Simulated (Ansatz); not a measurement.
## [H···H···O], triplet: transfer scan

Starting geometry:

```yaml
atoms:
  - { symbol: H, position_ang: [0.0000, 0.0000, -0.9980] }
  - { symbol: H, position_ang: [0.0000, 0.0000, -0.2530] }
  - { symbol: O, position_ang: [0.0000, 0.0000, 1.2510] }
```

From there H2 is moved from one fragment to the other while all else, the fragments' distance too, stays fixed, so the hump isn't the reaction's barrier; atoms are numbered as listed. Energies are in kJ/mol, counted from the starting geometry at the same level. Kohn–Sham curves are unrestricted where that lies lower.

Basis cc-pVDZ; Ansatz 0.2.0. Only valence electrons are correlated (noble-gas cores frozen).

In so small a basis the reference is far from its limit while semilocal and hybrid functionals are nearer theirs (RPA and double hybrids share much of the reference's basis error), so the functionals' errors here hold much of the reference's basis and frozen-core error, which can add to them or hide them.

Full CI is exact within this basis and frozen core; it isn't the basis-set limit.

```csv
distance H1-H2 (Å),full CI,PBE,r2SCAN,PBE0,B3LYP,r2SCAN0,wB97M-V,B2PLYP,RPA-PBE
0.693,4.9,13.7,10.7,9.6,9.8,7.7,7.8,6.8,6.6
0.745,0.0,0.0,0.0,0.0,0.0,0.0,0.0,0.0,0.0
0.818,7.3,-6.1,-2.5,-0.2,-0.5,2.0,2.4,3.9,4.0
0.892,21.8,-4.9,1.2,6.6,6.1,10.2,11.6,14.5,14.9
0.965,33.8,-2.8,4.1,12.6,12.5,16.6,19.6,23.1,24.8
1.039,36.9,-3.5,2.4,13.2,14.4,16.1,21.3,24.4,29.0
1.112,30.2,-7.3,-4.0,7.5,11.0,8.7,16.0,17.8,26.3
1.186,18.8,-11.2,-10.9,-0.7,5.7,-1.1,7.9,8.1,20.0
1.259,13.0,-8.1,-10.5,-3.0,6.3,-4.4,5.5,4.4,18.5
```
